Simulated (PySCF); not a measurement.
Rock-salt LiF: correlation energy from several methods in one and the same small orbital space (PySCF; 2 atoms at the zone centre, 8 electrons in 17 orbitals, empty ones MP2 natural orbitals of a TZ basis, lattice constant set to 4.0262 Å). It tests the methods against each other and lies far from the crystal's limit.

| method | E_corr (eV per atom) | share of full CI (%) | error (meV) |
|---|---|---|---|
| MP2 | -2.6697 | 93.0 | 200 |
| CCSD | -2.8473 | 99.2 | 22 |
| CCSD(T) | -2.8632 | 99.8 | 6 |
| CCSDT | -2.8650 | 99.8 | 4 |
| CCSDT(Q) | -2.8694 | 100.0 | 0 |
| CCSDTQ | -2.8693 | 100.0 | 0 |
| full CI | -2.8694 | 100.0 | 0 |

The Hartree–Fock determinant has a weight of 0.96 in the full CI state.

MP2, (T) and (Q) use filled levels shifted down by the Madelung term, which in so small a cell is a large part of the gap, so these rows hang on it.
